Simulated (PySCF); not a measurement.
Working out the ionisation energy of F

F [He] 2s2 2p5 (2P) → F⁺ [He] 2s2 2p4 (3P). Calculation: PySCF 2.14, in cc-pVTZ; the non-relativistic Hamiltonian (point nucleus). Frozen: 1s2. Energies in hartree (1 hartree = 27.21139 eV):

```json
{"part": "UHF", "F (lower)": "-99.405525", "F⁺ (upper)": "-98.830256"}
{"part": "CCSD correlation", "F (lower)": "-0.211246", "F⁺ (upper)": "-0.158493"}
{"part": "(T)", "F (lower)": "-0.003590", "F⁺ (upper)": "-0.002046"}
```

Task: What does Hartree-Fock give?

Result: (-98.830256) − (-99.405525) = 0.575269 hartree = 15.654 eV.

Task: What do CCSD and CCSD(T) give?

Result: The CCSD correlation energies differ by 0.052753 hartree = 1.435 eV and the triples by 0.001544 hartree = 0.042 eV, so CCSD gives 17.089 eV and CCSD(T) 17.131 eV.

Measured between the centres of the two terms (NIST): 17.427 eV, so CCSD(T) (valence) is off by -0.296 eV.

What remains against the reference includes basis incompleteness, the frozen core and higher excitations.
